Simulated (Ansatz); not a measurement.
Cost and result for the atomization energy of `F/C=C\C=C/F` (10 atoms, 9 bonds).

```xyz
10

F    -1.427    0.038   -2.059
C    -0.548    0.884   -1.511
C     0.087    0.608   -0.379
C    -0.087   -0.608    0.379
C     0.548   -0.884    1.511
F     1.427   -0.038    2.059
H    -0.428    1.790   -2.091
H     0.780    1.356   -0.015
H    -0.780   -1.356    0.015
H     0.429   -1.790    2.091
```

The species carries charge 0 and has multiplicity 1. Geometry: relaxed with PBE0-D4/def2-TZVP. It is one conformer, not always the lowest. Program: Ansatz. All runs use 4 threads of a server CPU on a shared host. Times are those of one run each, without the atoms' runs, and a repeat can differ threefold. Electronic energies, without spin–orbit coupling; frozen cores. CCSD(T)/CBS adds CCSD(T) − MP2 in def2-TZVPP to the MP2 limit, and its time is that of the two runs behind it. T1 = 0.013; the RHF reference is unstable towards UHF. B3LYP takes the VWN-RPA correlation (the form of Gaussian; ORCA's B3LYP/G).

CCSD(T)/CBS is a level of theory with its own doubt, some kJ/mol a heavy atom from the limit and from the frozen cores, so smaller differences don't rank the functionals.

```
                             level  functions  wall time  atomization (kJ/mol)  difference from CCSD(T)/CBS  per bond
   PBE-D4/def2-TZVPP (with forces)        242      1.8 s                4493.8                        194.4      21.6
                PBE0-D4/def2-TZVPP        242      1.9 s                4363.8                         64.4       7.2
 B3LYP-D4/def2-TZVPP (with forces)        242      2.9 s                4317.6                         18.2       2.0
r2SCAN-D4/def2-TZVPP (with forces)        242      3.1 s                4343.8                         44.4       4.9
                 B2PLYP/def2-TZVPP        242      4.3 s                4278.2                        -21.2      -2.4
                ωB97X-V/def2-TZVPP        242      4.6 s                4308.5                          9.1       1.0
  ωB97M-V/def2-TZVPP (with forces)        242      6.5 s                4321.8                         22.4       2.5
                    MP2/def2-QZVPP        462       18 s                4379.6                         80.2       8.9
                CCSD(T)/def2-TZVPP        242    2.1 min                4191.9                       -107.5     -12.0
                 CCSD(T)/CBS(def2)          –    2.4 min                4299.4                          0.0       0.0
```

From PBE to PBE0 (25 % exact exchange), in def2-TZVPP and without D4, the atomization energy moves by −127.2 kJ/mol: exact exchange takes away binding that semilocal exchange gives to molecules. In def2-TZVPP, CCSD(T) changes the Hartree–Fock value by +1095.9 kJ/mol (the triples alone add +83.5 kJ/mol) and MP2 by +1220.1 kJ/mol; breaking electron pairs costs correlation energy, which Hartree–Fock lacks. The D4 term adds +27.0 kJ/mol with B3LYP and +14.1 kJ/mol with PBE0; it sums over pairs of atoms, weighted by their polarisabilities, and B3LYP, whose exchange is more repulsive, gets the larger term.
